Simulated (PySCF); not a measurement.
**State search for SiO**

Unrestricted PBE0; basis Si aug-cc-pV(D+d)Z, O aug-cc-pVDZ; no relativity; PySCF 2.14. Outer shells of the fragments: Si 3s2 3p2; O 2s2 2p4.

Followed along the bond (rough minima from three points):

```csv
2Ms+1,unpaired,⟨S²⟩ at the start,R at minimum (Å),Te (eV)
1,none,0.00,1.52,0.00
3,π ↑↑,2.01,1.76,3.80
5,"σ ↑, π ↑↑↑",6.01,none in the scan,≤ 6.92
```

Solutions found at the starting distance of 1.715 Å, counted from the lowest of them; the search is not exhaustive and high or unbound solutions are not listed, so other states can lie among these:

```tsv
2Ms+1	unpaired	term	E (eV)	⟨S²⟩	⟨Lz²⟩	μ (D)
1	none	¹Σ⁺	0.00	0.00	0.00	-3.86
3	π ↑↑	mixed	3.06	2.01	2.02	-0.73
3	σ ↑, π ↑	³Π	3.36	2.01	1.01	-2.83
3	π ↑↑	mixed	3.39	2.01	2.01	-0.75
1	π ↑↓	mixed	3.46	1.01	2.02	-0.77
5	σ ↑, π ↑↑↑	⁵Π	6.23	6.01	1.01	-0.70
```

A term symbol is given only where ⟨S²⟩ and ⟨Lz²⟩ are close to those of a pure state; real π, δ and φ orbitals otherwise mix terms. A positive dipole means Si(−)O(+).

**Question.** Compare the gap between the two lowest followed solutions at the starting distance with the gap between their minima.

**Answer.** At PBE0 the second solution (triplet, unpaired electrons π ↑↑) lies +3.06 eV from the first (singlet, closed shell) at 1.715 Å and +3.80 eV at the minima; the two curves relax by different amounts, since their minima lie near 1.76 and 1.52 Å.

Counting both spins, an empty level lies below a filled one in some of these solutions, because spin and occupation are held.
